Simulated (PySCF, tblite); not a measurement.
**C₄H₃S radical: geometry, infrared bands and EPR parameters**

Wanted: the infrared bands and EPR parameters of C₄H₃S radical (`[H]/[C]=C\C=C=S`), by calculation.

The runs use tblite 0.8.0 and PySCF 2.14.0, with density-fitted response routines of our own; the level of theory stands in each step. All values are computed, except where a source is named. Atoms are numbered from 0 throughout.

## 1. The starting structure

8 atoms, charge 0, multiplicity 2; geometry from: force field or distance geometry start.

Bonds of the start (Å): C0–C1 1.29, C1–C2 1.46, C2–C3 1.29, C3–S4 1.80, C0–H5 1.08, C1–H6 1.08, C2–H7 1.09.

## 2. Relaxing the molecule with GFN2-xTB

The job: settings as JSON, then the geometry in Å.

```
{"job": {"kind": "relax", "xc": "GFN2-xTB", "basis": "xTB"}, "charge": 0, "multiplicity": 2}
C     -1.637700     0.883300    -0.069000
C     -0.569700     0.281000    -0.462700
C      0.419000    -0.194100     0.499900
C      1.493600    -0.793700     0.114000
S      2.994500    -1.648100    -0.385400
H     -2.541100     1.386600     0.237000
H     -0.389300     0.117400    -1.517300
H      0.239700    -0.023000     1.558900
```

On the command line:

```console
OMP_NUM_THREADS=1 python probes_run.py task.json out
```

The driver reads the jobs from task.json and runs them one after another.

**Question.** This job is followed by: GFN2-xTB harmonic vibrations, gas phase; UKS B3LYP, pcH-1 on C H S, non-relativistic, mean-field spin-orbit, GIAO. Predict these results of the whole session: strongest single infrared mode (GFN2-xTB); zero-point energy (GFN2-xTB); g(iso) (B3LYP); ⟨S²⟩; largest a(iso); potential on the surface of density 0.002 e/bohr³, 1st and 99th percentile.

The runs gave:

| quantity | value |
| --- | --- |
| strongest single infrared mode (GFN2-xTB) | 1862 cm⁻¹, 372 km/mol |
| zero-point energy (GFN2-xTB) | 30.2 kcal/mol |
| g(iso) (B3LYP) | 2.00241 |
| ⟨S²⟩ | 0.762 (exact 0.75) |
| largest a(iso) | 13C on C0, 287.5 MHz |
| potential on the surface of density 0.002 e/bohr³, 1st and 99th percentile | -0.54 V and 1.35 V |

Over 38 steps the energy fell by 1.089 eV; of the close pairs, C3–S4 changed most, 1.798 to 1.561 Å. No mode is imaginary among the 18: a minimum at this level. The strongest single mode, at 1862 cm⁻¹, moves mainly C3. Unscaled tight-binding wavenumbers are off by several per cent, some by more. Its intensities can rank the bands wrongly. Most of the unpaired spin sits on C0 (1.06 e). The isotropic g lies 0.1 ppt above the free-electron value. These values are for one conformer; the search (at its own cheap level) found 1 more, at 1.26 kcal/mol, and measured spectra average over such forms.
